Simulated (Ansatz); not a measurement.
## How far each method lies from full CI for AlS, quartet

Geometry: a point of a stretch scan, not a stationary point.

```yaml
atoms:
  - { symbol: Al, position_ang: [0.0000, 0.0000, 0.0000] }
  - { symbol: S, position_ang: [0.0000, 0.0000, 5.0030] }
```

Basis 6-31G; Ansatz 0.2.0. Correlated methods freeze the noble-gas cores, which leaves 9 electrons in 16 orbitals. Prefix R: restricted or restricted open-shell reference; prefix U: unrestricted. Active spaces: pair = (5e, 5o) about the gap; valence = (9e, 8o) chosen from the atoms' valence shells.

Full CI is exact within this basis and frozen core; it isn't the basis-set limit. The frozen core follows each run's orbitals, which can shift R against U totals by a few meV.

For open shells CISD and CISDTQ are restricted-active-space CI with the open shells as a complete middle space.

The UHF ⟨S²⟩ is 3.752 and the T1 diagnostic (RCCSD) is 0.0090. The largest doubles amplitude (RCCSD) is 0.096 and the T1 diagnostic (UCCSD) is 0.0065.

```
                level  E − E(full CI) (kJ/mol)  share of correlation (%)  wall time
                  RHF                    140.2                      0.00          –
                  UHF                    139.1                      0.77          –
                 RMP2                     48.3                     65.54          –
                 UMP2                     47.8                     65.94          –
                 CISD                      6.0                     95.69        1 s
                RCCSD                      1.6                     98.85          –
                UCCSD                      1.6                     98.87          –
             RCCSD(T)                      0.8                     99.44      1.7 s
             UCCSD(T)                      0.8                     99.46      2.4 s
              BCCD(T)                      0.8                     99.43      1.8 s
               RCCSDT                      0.1                     99.90          –
               UCCSDT                      0.1                     99.92          –
               CISDTQ                      0.3                     99.76        9 s
            RCCSDT(Q)                      0.1                     99.93      4.2 s
            UCCSDT(Q)                      0.1                     99.95        5 s
              RCCSDTQ                      0.0                     99.99       53 s
              UCCSDTQ                      0.0                    100.00       54 s
  CASSCF (pair space)                    106.7                     23.86          –
  NEVPT2 (pair space)                     40.2                     71.36      1.8 s
  MRCISD (pair space)                      4.4                     96.86          –
MRCISD+Q (pair space)                      0.2                     99.88        2 s
```

The correlation energy at full CI, counted from RHF, is -1.453 eV. That run took 29 s on 1 thread of INTEL XEON PLATINUM 8581C, shared host over 1,121,120 determinants.

Run but not shown, since their state, orbitals or frozen core can't be matched to the reference's or they repeat it: CASSCF (valence space), NEVPT2 (valence space), MRCISD (valence space), MRCISD+Q (valence space).

Times hold each run's SCF and search for its determinant on a shared host, so for small cases they say little of a method's own cost; they ran on 1 thread of INTEL XEON PLATINUM 8581C.

The full-CI state has the irrep B2 of C2v, in the program's axes (one component, if the state is degenerate).

Natural occupations of full CI about the gap: 1.990 1.906 1.847 1.136 0.997 0.862 0.173 0.042 0.012 0.007; effectively unpaired electrons, Σ n²(2−n)², 3.15.
